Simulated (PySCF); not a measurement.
Gas-phase reaction: 5 AlHCl₂ + 2 CH₂Cl₂ ⇌ AlH(CH₃)₂ + 4 AlCl₃ + 2 HCl

Method: PySCF energies plus ideal-gas RRHO corrections (1 bar). † marks an energy on the PBE0/def2-TZVP geometry and frequencies; other levels use their own. MP2 and CCSD(T) freeze the core. 6-31G* has spherical d functions here. All species are closed-shell singlets. B3LYP is the form with VWN-RPA correlation. Methyl groups turn as free rotors in AlH(CH₃)₂. AlHCl₂, AlH(CH₃)₂: computed as isolated molecules; such fragments, hydroxides, amides, oligomers or adducts are transient or little studied in the gas. MP2 isn't extrapolated to the basis-set limit; its ΔH°(298 K) is -577.9 kJ in def2-SVP and -568.2 kJ in def2-TZVPP. CCSD(T) isn't extrapolated to the basis-set limit; its ΔH°(298 K) is -558.4 kJ in def2-SVP and -552.5 kJ in def2-TZVPP. The harmonic model lacks anharmonicity and excited electronic states, which grow with temperature; levels with a mode under 35 cm⁻¹ are left out.

| level | ΔE electronic, kJ | ΔH°(298 K), kJ | ΔS°(298 K), J/K | ΔG°(2500 K), kJ |
|---|---|---|---|---|
| B3LYP/def2-TZVP† | -532 | -520 | -45 | -426 |
| BLYP/def2-TZVP† | -513 | -501 | -45 | -407 |
| CCSD(T)/def2-SVP† | -570 | -558 | -45 | -464 |
| CCSD(T)/def2-TZVPP† | -564 | -553 | -45 | -458 |
| HF/6-31G* | -507 | -498 | -46 | -405 |
| MP2/def2-TZVPP† | -580 | -568 | -45 | -474 |
| PBE/def2-TZVP† | -520 | -508 | -45 | -414 |
| PBE0/def2-QZVP† | -547 | -535 | -45 | -441 |
| PBE0/def2-SVP† | -554 | -542 | -45 | -448 |
| ωB97X-V/def2-TZVP† | -538 | -526 | -45 | -432 |
ΔH° is lowest at MP2/def2-TZVPP† and highest at HF/6-31G*. No reference value is set beside these.
